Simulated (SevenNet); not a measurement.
1T (CdI2-type) PtSe2

These are the machine-learned potential SevenNet-l3i5 (trained on PBE and PBE+U data) values and carry that method's errors.

Cell (relaxed at this level):

```xyz
3
Lattice="3.7452 0.0000 0.0000 -1.8726 3.2434 0.0000 0.0000 0.0000 6.5012" Properties=species:S:1:pos:R:3 pbc="T T T"
Pt     0.0000     0.0000     0.0000
Se     0.0000     2.1623     1.3214
Se     1.8726     1.0811     5.1799
```

```yaml
lattice_constant_a: 3.745 Å
c axis length: 6.501 Å
```

Measured, for comparison: lattice constant a 3.727 Å (temperature not stated, no zero-point or thermal correction; as tabulated in Björkman (2014), arXiv:1406.2436); lattice parameter c 5.074 Å (temperature not stated, zero-point anharmonic expansion removed (computed with revB86b-DF2); no thermal correction; as tabulated in Björkman (2014), arXiv:1406.2436). Computed (rounded) less measured: lattice constant a +0.5 %, lattice parameter c +28.1 %.

A machine-learned potential is trained on density-functional data: it inherits that level's misses and adds fitting errors of its own.

Note: the model's c/a of 1.74 is far from the 1.36 of the starting cell; the model's elastic tensor is not positive definite here; this model's volume lies 29 % above that of the starting cell (a measured, published or database cell); the cell moved over 20 % in volume from its start.
